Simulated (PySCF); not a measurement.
**MgO: from the state search to spectroscopic constants**

One table from this session's results is given with a row withheld; the runs are named, their logs left out.

Method: Mg STO-3G, O STO-3G, no relativity; program: PySCF 2.14.0.

Set-up of the first run:

A driver script around PySCF takes these settings:

```json
{
 "atoms": "Mg, O",
 "charge": "0",
 "basis": "Mg STO-3G, O STO-3G",
 "Hamiltonian": "no relativity",
 "basis functions": "14",
 "electrons treated": "20",
 "masses in u": "23.9850, 15.9949",
 "levels": "PBE0, PBE, r²SCAN, TPSSh, M06, B97-3, LC-ωPBE, HF, MP2, SCS-MP2, CCSD, CCSD(T)",
 "grid": "80 radial by 434 angular points",
 "occupations": "held fixed by the projection of orbital angular momentum",
 "dissociation limit": "Mg + O, each in its ground configuration",
 "starting distance in angstrom": "1.955",
 "values of 2S to try": "0, 2"
}
```

Started as:

```sh
$ OMP_NUM_THREADS=1 python dia.py task.json out
```

Steps of the session up to this table: Input; PBE0 along the bond; Excited determinants; PBE (GGA); r²SCAN (meta-GGA); TPSSh (hybrid meta-GGA); M06; B97-3; LC-ωPBE (range-separated hybrid); UHF (mean field); MP2 and coupled cluster.

One of the session's tables, all rows but one given; the rest of the session is left out.

It belongs to the step «The curves together». Energy (eV) from each level's lowest point:

```
R (Å)    UHF  UHF-MP2  UHF-SCS-MP2  UHF-CCSD  UHF-CCSD(T)
1.587  0.917    0.934        0.953       n/a          n/a
1.661  0.372    0.382        0.397     0.433        0.430
1.734  0.087    0.093        0.102     0.128        0.125
1.790  0.002    0.004        0.009     0.024        0.022
1.845  0.000    0.000        0.000     0.000        0.000
1.900  0.062    0.061        0.056     0.037        0.039
1.974      ?        ?            ?         ?            ?
2.066  0.464    0.477        0.461     0.351        0.367
2.177  0.770    0.801        0.780     0.611        0.638
2.325  1.092    1.115        1.082       n/a          n/a
```

Estimate the missing values for R (Å) = 1.974.

Worked estimate for «UHF». A straight line through the neighbours (1.900, 0.062) and (2.066, 0.464) gives 0.062 + (0.464 − 0.062) × (1.974 − 1.900) / (2.066 − 1.900) = 0.241; a parabola fitted to 4 rows on both sides gives 0.230.

The run gave: UHF: 0.214; UHF-MP2: 0.216; UHF-SCS-MP2: 0.205; UHF-CCSD: 0.150; UHF-CCSD(T): 0.158. In «UHF» the line misses by +0.027 and the parabola by +0.016.
